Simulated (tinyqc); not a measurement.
Orbital energy against energy difference: ionisation energy by orbital energies and by energy differences in the 6-31g* basis, for HF, spin multiplicity 1. Computed by the program tinyqc with PySCF. 

Geometry (angstrom):

| atom | x | y | z |
|---|---|---|---|
| F | 0.0000 | 0.0000 | 0.0000 |
| H | 0.0000 | 0.0000 | 0.8170 |

CCSD(T) difference in the same basis = 15.9101 eV

IP-EOM-CCSD = 15.5996 eV

The cation is unrestricted; errors are against CCSD(T) in this basis, not against experiment.

First vertical ionisation energy (eV):

| method | -e(HOMO) | E(cation) - E | error of -e(HOMO) | error of the difference |
|---|---|---|---|---|
| HF | 17.413 | 14.64148 | 1.503 | -1.269 |
| LDA | 8.583 | 16.57192 | -7.327 | 0.662 |
| PBE | 8.456 | 16.14839 | -7.455 | 0.238 |
| B3LYP | 10.531 | 16.21776 | -5.380 | 0.308 |
| PBE0 | 10.988 | 16.09996 | -4.922 | 0.190 |
| CAM-B3LYP | 12.487 | 16.21171 | -3.423 | 0.302 |
| LC-wPBE | 13.833 | 16.27871 | -2.077 | 0.369 |

Koopmans errs by +1.50 eV and Delta-HF by -1.27 eV: relaxation, 2.77 eV, lowers the value and the missing correlation difference works against it. The PBE level is off by -7.5 eV through the wrong tail of its potential, though its energy difference is off by +0.24 eV; exact exchange deepens the level, and among the orbital energies HF comes closest; among the differences PBE0 does.
